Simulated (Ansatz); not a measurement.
**H₃LiMgSi: one structure at several levels**

One table from this session's results is given with a row withheld; the runs are named, their logs left out.

Program: Ansatz 0.2.0, Gaussian basis. Level of theory: single points in def2-TZVPP. These are calculated values, not measurements.

Correlated methods freeze the cores. The outer core shell of Li, Na, Mg and K is correlated. B3LYP uses VWN-RPA correlation.

**The starting structure**

6 atoms, charge 0, spin multiplicity 1.

Atoms are counted from 1 here; the program's logs count them from 0.

Bond lengths: Li1–Si2 2.431 Å, Si2–Mg3 2.444 Å, Si2–H4 1.622 Å, Si2–H5 1.591 Å, Mg3–H6 1.772 Å. Angles: Li1–Si2–Mg3 175.8°, Li1–Si2–H4 85.7°, Li1–Si2–H5 91.1°, Mg3–Si2–H4 92.3°, Mg3–Si2–H5 92.7°, H4–Si2–H5 92.5°, Si2–Mg3–H6 156.6°.

As a file:

```
atom    x (Å)    y (Å)    z (Å)
 Li1  -2.9500  -0.7525  -0.7340
 Si2  -0.7927  -0.0727   0.1563
 Mg3   1.3861   0.4500   1.1328
  H4  -0.1852  -1.3055  -0.7049
  H5  -0.5875   0.9554  -1.0411
  H6   3.1336   0.7443   1.1460
```

Set-up of the first run:

Contents of run/in.yaml:

```yaml
crystal:
  periodic: [false, false, false]
  atoms:
    - {symbol: Li, position_ang: [-2.950000, -0.752500, -0.734000]}
    - {symbol: Si, position_ang: [-0.792700, -0.072700, 0.156300]}
    - {symbol: Mg, position_ang: [1.386100, 0.450000, 1.132800]}
    - {symbol: H, position_ang: [-0.185200, -1.305500, -0.704900]}
    - {symbol: H, position_ang: [-0.587500, 0.955400, -1.041100]}
    - {symbol: H, position_ang: [3.133600, 0.744300, 1.146000]}
basis:
  gaussian: {orbitals: def2-TZVPP}
correlation: {method: ccsd_t}
output: {forces: true}
```

The command line of these runs was not kept.

Among the steps run: CCSD(T)/def2-TZVPP; PBE0-D4/def2-TZVPP; wB97M-V/def2-TZVPP; r2SCAN-D4/def2-TZVPP; PBE-D4/def2-TZVPP; B3LYP-D4/def2-TZVPP; CAM-B3LYP-D4/def2-TZVPP.

One of the session's tables, all rows but one given; the rest of the session is left out.

```
      method  RMS force component (eV/Å)  angle to CCSD(T) forces (°)  dipole (D)
     CCSD(T)                       0.526                    reference        7.56
     PBE0-D4                       0.498                          3.4        7.39
     wB97M-V                           ?                            ?           ?
   r2SCAN-D4                       0.494                          2.8        7.53
      PBE-D4                       0.442                          8.3        7.17
    B3LYP-D4                       0.510                          2.3        7.33
CAM-B3LYP-D4                       0.547                          4.6        7.43
```

**Question.** Estimate the row for wB97M-V.

As computed: RMS force component (eV/Å): 0.536; angle to CCSD(T) forces (°): 4.1; dipole (D): 7.48. In the column «RMS force component (eV/Å)» it lies between CCSD(T) (0.526) and CAM-B3LYP-D4 (0.547).
